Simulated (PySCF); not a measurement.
## input.py for NaCl⁺

Input:

```python
from pyscf import gto, scf
from pyscf.geomopt.geometric_solver import optimize

mol = gto.M(
    atom='Na 0 0 0; Cl 0 0 2.914',
    basis='cc-pvdz',
    charge=1,
    spin=1,
    verbose=4,
)
mf = scf.ROHF(mol)
mf.kernel()
mol_eq = optimize(mf, maxsteps=30)
print('optimised geometry (angstrom)')
print(mol_eq.tostring('raw'))
print('orbital energies (hartree):', mf.mo_energy[..., max(0, mol.nelec[1]-3):mol.nelec[0]+3].round(4))
```

```bash
$ OMP_NUM_THREADS=1 python input.py
```

The log (some set-up lines and the per-cycle HOMO/LUMO lines with their warnings removed):

```
PySCF version 2.14.0

[INPUT] Symbol           X                Y                Z      unit          X                Y                Z       unit  Magmom
[INPUT]  1 Na     0.000000000000   0.000000000000   0.000000000000 AA    0.000000000000   0.000000000000   0.000000000000 Bohr   0.0
[INPUT]  2 Cl     0.000000000000   0.000000000000   2.914000000000 AA    0.000000000000   0.000000000000   5.506661926983 Bohr   0.0

nuclear repulsion = 33.9588670013864
number of shells = 10
number of NR pGTOs = 82
number of NR cGTOs = 36
basis = cc-pvdz
ecp = {}

******** <class 'pyscf.scf.rohf.ROHF'> ********
method = ROHF
initial guess = minao
damping factor = 0
level_shift factor = 0
DIIS = <class 'pyscf.scf.diis.CDIIS'>
SCF conv_tol = 1e-09
SCF max_cycles = 50
num. doubly occ = 13  num. singly occ = 1
init E= -621.117514399234
cycle= 1 E= -621.141586360694  delta_E= -0.0241  |g|= 0.113  |ddm|= 0.693
cycle= 2 E= -621.14746748293  delta_E= -0.00588  |g|= 0.0315  |ddm|= 0.127
cycle= 3 E= -621.14776443502  delta_E= -0.000297  |g|= 0.00463  |ddm|= 0.0267
cycle= 4 E= -621.14778018933  delta_E= -1.58e-05  |g|= 0.000814  |ddm|= 0.00675
cycle= 5 E= -621.147780680148  delta_E= -4.91e-07  |g|= 0.000212  |ddm|= 0.00153
cycle= 6 E= -621.147780738851  delta_E= -5.87e-08  |g|= 3.75e-05  |ddm|= 0.000448
cycle= 7 E= -621.147780740406  delta_E= -1.56e-09  |g|= 8.55e-06  |ddm|= 7.01e-05
cycle= 8 E= -621.147780740481  delta_E= -7.5e-11  |g|= 1.78e-06  |ddm|= 1.37e-05
Extra cycle  E= -621.147780740484  delta_E= -2.5e-12  |g|= 6.45e-07  |ddm|= 2.68e-06
converged SCF energy = -621.147780740484
Create scanner for <class 'pyscf.grad.rohf.Gradients'>
Create scanner for <class 'pyscf.scf.rohf.ROHF'>
input.py

Current date and time:

#|     Arguments passed to driver run_optimizer():      |#
customengine              <pyscf.geomopt.geometric_solver.PySCFEngine object>
logIni                    <dir>
maxiter                   30
----------------------------------------------------------
Custom engine selected.
Bonds will be generated from interatomic distances less than 1.20 times sum of covalent radii
Creating artificial bond to isolated atom: 1-2
Creating artificial bond to isolated atom: 2-1
6 internal coordinates being used (instead of 6 Cartesians)
Internal coordinate system (atoms numbered from 1):
Distance 1-2
Translation-X 1-2
Translation-Y 1-2
Translation-Z 1-2
Rotation-A 1-2
Rotation-B 1-2
Rotation-C 1-2
<class 'geometric.internal.Distance'> : 1
<class 'geometric.internal.TranslationX'> : 1
<class 'geometric.internal.TranslationY'> : 1
<class 'geometric.internal.TranslationZ'> : 1
<class 'geometric.internal.RotationA'> : 1
<class 'geometric.internal.RotationB'> : 1
<class 'geometric.internal.RotationC'> : 1
> ===== Optimization Info: ====
> Job type: Energy minimization
> Maximum number of optimization cycles: 30
> Initial / maximum trust radius (Angstrom): 0.100 / 0.300
> Convergence Criteria:
> Will converge when all 5 criteria are reached:
>  |Delta-E| < 1.00e-06
>  RMS-Grad  < 3.00e-04
>  Max-Grad  < 4.50e-04
>  RMS-Disp  < 1.20e-03
>  Max-Disp  < 1.80e-03
> === End Optimization Info ===

Geometry optimization cycle 1
Cartesian coordinates (Angstrom)
 Atom        New coordinates             dX        dY        dZ
  Na   0.000000   0.000000   0.000000    0.000000  0.000000  0.000000
  Cl   0.000000   0.000000   2.914000    0.000000  0.000000  0.000000

WARN: Mole.unit (angstrom) is changed to Bohr

New geometry
   1 Na     0.000000000000   0.000000000000   0.000000000000 AA    0.000000000000   0.000000000000   0.000000000000 Bohr
   2 Cl     0.000000000000   0.000000000000   2.914000000000 AA    0.000000000000   0.000000000000   5.506661926983 Bohr

******** <class 'pyscf.scf.hf.ROHF_Scanner'> ********
method = ROHF_Scanner
initial guess = minao
damping factor = 0
level_shift factor = 0
DIIS = <class 'pyscf.scf.diis.CDIIS'>
SCF conv_tol = 1e-09
SCF max_cycles = 50
num. doubly occ = 13  num. singly occ = 1
init E= -621.147780740484
cycle= 1 E= -621.147780740484  delta_E= -4.55e-13  |g|= 2.56e-07  |ddm|= 9.42e-07
Extra cycle  E= -621.147780740484  delta_E= 6.82e-13  |g|= 1.01e-07  |ddm|= 3.51e-07
converged SCF energy = -621.147780740484

******** <class 'pyscf.grad.rhf.Gradients_Scanner'> for <class 'pyscf.scf.hf.ROHF_Scanner'> ********
unit = Eh/Bohr
--------------- ROHF_Scanner gradients ---------------
         x                y                z
0 Na    -0.0000000000    -0.0000000000     0.0005973293
1 Cl     0.0000000000     0.0000000000    -0.0005973293
----------------------------------------------
cycle 1: E = -621.14778074  dE = -621.148  norm(grad) = 0.000844751
Step    0 : Gradient = 5.973e-04/5.973e-04 (rms/max) Energy = -621.1477807405
Hessian Eigenvalues: 5.00000e-02 5.00000e-02 5.00000e-02 ... 5.00000e-02 5.00000e-02 1.00000e-01

Geometry optimization cycle 2
Cartesian coordinates (Angstrom)
 Atom        New coordinates             dX        dY        dZ
  Na   0.000000   0.000000  -0.001580    0.000000  0.000000 -0.001580
  Cl  -0.000000  -0.000000   2.915580   -0.000000 -0.000000  0.001580
New geometry
   1 Na     0.000000000000   0.000000000000  -0.001580465326 AA    0.000000000000   0.000000000000  -0.002986646615 Bohr
   2 Cl    -0.000000000000  -0.000000000000   2.915580465326 AA   -0.000000000000  -0.000000000000   5.509648573598 Bohr

******** <class 'pyscf.scf.hf.ROHF_Scanner'> ********
method = ROHF_Scanner
initial guess = minao
damping factor = 0
level_shift factor = 0
DIIS = <class 'pyscf.scf.diis.CDIIS'>
SCF conv_tol = 1e-09
SCF max_cycles = 50
num. doubly occ = 13  num. singly occ = 1
init E= -621.147568135194
cycle= 1 E= -621.147784126899  delta_E= -0.000216  |g|= 8.7e-05  |ddm|= 0.0004
cycle= 2 E= -621.147784129549  delta_E= -2.65e-09  |g|= 1.97e-05  |ddm|= 8.82e-05
cycle= 3 E= -621.147784129671  delta_E= -1.22e-10  |g|= 3.21e-06  |ddm|= 1.65e-05
Extra cycle  E= -621.147784129676  delta_E= -5.57e-12  |g|= 7.94e-07  |ddm|= 3.82e-06
converged SCF energy = -621.147784129676

******** <class 'pyscf.grad.rhf.Gradients_Scanner'> for <class 'pyscf.scf.hf.ROHF_Scanner'> ********
unit = Eh/Bohr
--------------- ROHF_Scanner gradients ---------------
         x                y                z
0 Na     0.0000000000     0.0000000000     0.0005375691
1 Cl    -0.0000000000    -0.0000000000    -0.0005375691
----------------------------------------------
cycle 2: E = -621.14778413  dE = -3.38919e-06  norm(grad) = 0.000760238
Step    1 : Displace = 1.580e-03/1.580e-03 (rms/max) Trust = 1.000e-01 (=) Grad = 5.376e-04/5.376e-04 (rms/max) E (change) = -621.1477841297 (-3.389e-06) Quality = 1.900
Hessian Eigenvalues: 1.00046e-02 5.00000e-02 5.00000e-02 ... 5.00000e-02 5.00000e-02 5.00000e-02

Geometry optimization cycle 3
Cartesian coordinates (Angstrom)
 Atom        New coordinates             dX        dY        dZ
  Na  -0.000000  -0.000000  -0.015797   -0.000000 -0.000000 -0.014217
  Cl   0.000000   0.000000   2.929797    0.000000  0.000000  0.014217
New geometry
   1 Na    -0.000000000000  -0.000000000000  -0.015797440244 AA   -0.000000000000  -0.000000000000  -0.029852835531 Bohr
   2 Cl     0.000000000000   0.000000000000   2.929797440242 AA    0.000000000000   0.000000000000   5.536514762510 Bohr

******** <class 'pyscf.scf.hf.ROHF_Scanner'> ********
method = ROHF_Scanner
initial guess = minao
damping factor = 0
level_shift factor = 0
DIIS = <class 'pyscf.scf.diis.CDIIS'>
SCF conv_tol = 1e-09
SCF max_cycles = 50
num. doubly occ = 13  num. singly occ = 1
init E= -621.14585042537
cycle= 1 E= -621.147798987738  delta_E= -0.00195  |g|= 0.000795  |ddm|= 0.00354
cycle= 2 E= -621.147799208682  delta_E= -2.21e-07  |g|= 0.000181  |ddm|= 0.000814
cycle= 3 E= -621.147799218988  delta_E= -1.03e-08  |g|= 2.93e-05  |ddm|= 0.000151
cycle= 4 E= -621.147799219454  delta_E= -4.66e-10  |g|= 4.56e-06  |ddm|= 4.05e-05
Extra cycle  E= -621.147799219468  delta_E= -1.34e-11  |g|= 1.39e-06  |ddm|= 6.43e-06
converged SCF energy = -621.147799219468

******** <class 'pyscf.grad.rhf.Gradients_Scanner'> for <class 'pyscf.scf.hf.ROHF_Scanner'> ********
unit = Eh/Bohr
--------------- ROHF_Scanner gradients ---------------
         x                y                z
0 Na    -0.0000000000    -0.0000000000     0.0000340459
1 Cl     0.0000000000     0.0000000000    -0.0000340459
----------------------------------------------
cycle 3: E = -621.147799219  dE = -1.50898e-05  norm(grad) = 4.81482e-05
Step    2 : Displace = 1.422e-02/1.422e-02 (rms/max) Trust = 1.414e-01 (+) Grad = 3.405e-05/3.405e-05 (rms/max) E (change) = -621.1477992195 (-1.509e-05) Quality = 1.045
Hessian Eigenvalues: 9.37095e-03 5.00000e-02 5.00000e-02 ... 5.00000e-02 5.00000e-02 5.00000e-02

Geometry optimization cycle 4
Cartesian coordinates (Angstrom)
 Atom        New coordinates             dX        dY        dZ
  Na  -0.000000  -0.000000  -0.016759    0.000000 -0.000000 -0.000961
  Cl   0.000000   0.000000   2.930759   -0.000000  0.000000  0.000961
New geometry
   1 Na    -0.000000000000  -0.000000000000  -0.016758725982 AA   -0.000000000000  -0.000000000000  -0.031669402303 Bohr
   2 Cl     0.000000000000   0.000000000000   2.930758725980 AA    0.000000000000   0.000000000000   5.538331329282 Bohr

******** <class 'pyscf.scf.hf.ROHF_Scanner'> ********
method = ROHF_Scanner
initial guess = minao
damping factor = 0
level_shift factor = 0
DIIS = <class 'pyscf.scf.diis.CDIIS'>
SCF conv_tol = 1e-09
SCF max_cycles = 50
num. doubly occ = 13  num. singly occ = 1
init E= -621.147666430727
cycle= 1 E= -621.147799284066  delta_E= -0.000133  |g|= 5.44e-05  |ddm|= 0.000237
cycle= 2 E= -621.147799285099  delta_E= -1.03e-09  |g|= 1.24e-05  |ddm|= 5.63e-05
cycle= 3 E= -621.147799285148  delta_E= -4.82e-11  |g|= 2.05e-06  |ddm|= 1.03e-05
Extra cycle  E= -621.14779928515  delta_E= -2.5e-12  |g|= 5.29e-07  |ddm|= 2.53e-06
converged SCF energy = -621.14779928515

******** <class 'pyscf.grad.rhf.Gradients_Scanner'> for <class 'pyscf.scf.hf.ROHF_Scanner'> ********
unit = Eh/Bohr
--------------- ROHF_Scanner gradients ---------------
         x                y                z
0 Na    -0.0000000000     0.0000000000     0.0000021287
1 Cl     0.0000000000    -0.0000000000    -0.0000021287
----------------------------------------------
cycle 4: E = -621.147799285  dE = -6.56826e-08  norm(grad) = 3.01041e-06
Step    3 : Displace = 9.613e-04/9.613e-04 (rms/max) Trust = 2.000e-01 (+) Grad = 2.129e-06/2.129e-06 (rms/max) E (change) = -621.1477992852 (-6.568e-08) Quality = 1.062
Hessian Eigenvalues: 9.37095e-03 5.00000e-02 5.00000e-02 ... 5.00000e-02 5.00000e-02 5.00000e-02
Converged! =D

    #| If this code has benefited your research, please support us by citing: |#
    #| Wang, L.-P.; Song, C.C. (2016) "Geometry optimization made simple with |#
    #| translation and rotation coordinates", J. Chem, Phys. 144, 214108.     |#
    #|                                     |#
optimised geometry (angstrom)
Na         -0.00000000       -0.00000000       -0.01675873
Cl          0.00000000        0.00000000        2.93075873
orbital energies (hartree): [-1.2591 -0.6829 -0.6723 -0.4789 -0.164  -0.1022 -0.1005]
```

In short: E(SCF) = -621.147781 Eh, 8 cycles, all at the start geometry; optimised bond 2.948 Å with E = -621.147799 Eh after 4 steps.

Run time: 5.1 s on 1 thread of Arm Neoverse N1 (shared host).

The last line lists the levels of the start geometry. No search for the lowest solution was made.
